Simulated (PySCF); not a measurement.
AlC at r²SCAN0

Level: r²SCAN0. Al aug-pcseg-1, C aug-pcseg-1; no relativity (PySCF 2.14).

```
state                                           : ⁴Σ⁻ (quartet), unpaired electrons σ ↑, π ↑↑
bond length                                     : 1.975 Å
harmonic wavenumber                             : 635 cm⁻¹
force constant                                  : 1.98 mdyn/Å
rotational constant Be                          : 0.5205 cm⁻¹
anharmonicity ωexe                              : 4.31 cm⁻¹
vibration–rotation constant αe                  : 0.00520 cm⁻¹
well depth De to Al + C                         : 3.42 eV
dissociation energy D0                          : 3.38 eV
bond order (Mayer)                              : 0.70
dipole moment (positive dipole means Al(−)C(+)) : -1.63 D
```

The state was picked by a PBE0 search and need not be the measured ground state.
